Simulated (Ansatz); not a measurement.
**Property card for TiGa3**

Computed with DFT PBEsol, scalar-relativistic, plane waves, PAW in Ansatz 0.2.0.

Plane waves to 420 eV, a k mesh through Γ of 16×16×16 on the computed 4-atom cell and Gaussian smearing (0.10 eV); no spin polarisation.

The structure is relaxed at this level of theory with its symmetry kept. Whether it is the stable form of this composition wasn't checked.

Symmetry: I4/mmm, No. 139, tetragonal system. The conventional cell has a = 3.746 Å, b = 3.746 Å, c = 8.676 Å, α = 90.00°, β = 90.00°, γ = 90.00°. Ti (site symmetry 4/mmm) is surrounded by 12 Ga at 2.65 to 2.87 Å. Ga (site symmetry 4/mmm) has 4 Ti at 2.65 Å and 8 Ga at 2.87 Å as nearest neighbours. Ga (site symmetry -4m2) is surrounded by 8 Ga at 2.65 to 2.87 Å and 4 Ti at 2.87 Å.

| Property | Result |
| --- | --- |
| Volume per atom | 15.22 Å³ |
| Formation energy from the elements' standard states (uncorrected) | -0.436 eV/atom |
| Kohn–Sham band gap | none (metal) |
| Density of states at the Fermi level | 1.39 states/eV per cell |
| Löwdin character within 0.5 eV of the Fermi level | Ti 3d 69 %, Ga 4p 26 % |
| Bulk modulus | 113 GPa |
| Its pressure derivative | 4.6 |
| Bader charges (e) | Ti (1 in the cell) 1.05, Ga (1 in the cell) -0.41, Ga (2 in the cell) -0.32 |

Cost: 9 runs of about 17 core-minutes in all, on Arm Neoverse V2 (shared hosts).